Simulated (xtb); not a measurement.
CH₃O, SMILES [OH+]=C, charge +1. All values are semi-empirical tight-binding results from xtb (GFN2-xTB unless named), good for trends rather than for accurate numbers. Geometry: GFN2-xTB. The isomer is the one that the SMILES or the coordinates give; other isomers of the formula were not compared.

Optimised geometry:

Bond lengths (Å): C1–O2 1.222, C1–H3 1.100, C1–H4 1.098, O2–H5 0.993. Bond angles (°): O2–C1–H3 117.1, O2–C1–H4 125.1, H3–C1–H4 117.8, C1–O2–H5 121.5.
Charge +1, spin multiplicity 1.

Computed properties:
```json
{
 "point_group_as_xtb_finds_it": "Cs",
 "orbital_gap": "3.86 eV",
 "zero_point_energy": "23.2 kcal/mol",
 "G − E(el) at 298.15 K (modified RRHO)": "9.4 kcal/mol",
 "static polarisability (D4 model)": "17.5 bohr³",
 "solvation energy, GFN2-xTB/ALPB(water)": "-79.3 kcal/mol",
 "solvation energy, GFN2-xTB/ALPB(ether)": "-63.0 kcal/mol"
}
```

Computed IR lines (harmonic; lines under 4 % of the strongest left out, lines within 3 cm⁻¹ merged):
ν (cm⁻¹): 1011 (vs), 1084 (s), 1200 (m), 1348 (m), 1665 (m), 2903 (m), 2927 (w), 3088 (vs) (against the strongest line: vs over 80 %, s over 45 %, m over 15 %, w over 4 %, vw less)

Computed atomic charges and the Wiberg bond orders between heavy atoms:
charges (e) C1 0.17, O2 -0.02, H3 0.23, H4 0.19, H5 0.43. Bond orders C1–O2 1.84.
